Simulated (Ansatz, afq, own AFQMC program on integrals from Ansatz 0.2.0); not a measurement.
GaBPH⁺, doublet in cc-pVDZ, levels against CCSDT(Q)

```csv
atom,x (Å),y (Å),z (Å)
Ga,0.0000,-0.2748,2.2912
B,0.0000,-0.2972,0.0627
P,0.0000,-0.3214,-1.6468
H,0.0000,0.8934,-0.7071
```

Connectivity, by distances: Ga–B–P, 1 bridging H.

Basis cc-pVDZ. Noble-gas cores (and the filled d shells of Ga–Kr and In–Xe) are frozen. Ansatz 0.2.0 and our own AFQMC program on the same integrals; the CISD trial comes from CCSD amplitudes, and released means the phaseless constraint is let go. Free projection: walkers drawn from exp(T), propagated without any constraint. Its projection time is finite, and what remains of the start isn't in its error. ± is one standard error of the sampling. No spin–orbit coupling.

Determinant: ROHF, the one that the program's search chose, which needn't be the lowest solution. The geometry is a PBE0/def2-TZVP stationary point of this or a neighbouring charge and spin state.

No full CI on the walks' own integrals is used here; CCSDT(Q) serves as the reference and is uncertain by about the last step of the cluster series.

Cautions: no relativity below Rb; no spin-orbit coupling; inner d shell frozen; higher spins were not checked; a spin-contaminated unrestricted determinant lies lower (UHF 315 meV lower, ⟨S²⟩ 1.11); the released energies are still falling, so no released level is given (meV from the phaseless value at times in 1/Eh: 27 ± 21 at 0.24, -1 ± 14 at 0.51, -10 ± 19 at 0.99, -43 ± 24 at 1.62, -76 ± 34 at 2.40), though the last usable value meets CCSDT(Q) within the noise; the ph-AFQMC/HF walk drifts between its halves (2.2 errors).

- T1 diagnostic: 0.0388
- weight of the determinant in the CISD state: 0.814
- size of the correlated space: 11 electrons in 44 orbitals

```
  level  correlation energy (eV)
    MP2                  -6.2087
   CCSD                  -7.0501
CCSD(T)                  -7.4457
```

Q: Estimate where free-projection AFQMC lies against CCSD(T) on the same integrals.

A: 4.6 ± 2.1 kJ/mol below CCSD(T).

Reference: CCSDT(Q), correlation energy -7.512 eV.

```csv
level,E − E(reference) (kJ/mol),share of correlation (%)
CCSD(T),6.4,99.12
CCSDT,3.2,99.56
ph-AFQMC/HF,-4.4 ± 5.2,100.60
ph-AFQMC/CISD,1.4 ± 2.2,99.80
free AFQMC,1.8 ± 2.1,99.76
```

Free projections are given only where their last times agree within the noise and don't stop above the reference; a slow remainder of the start can still hide under it.
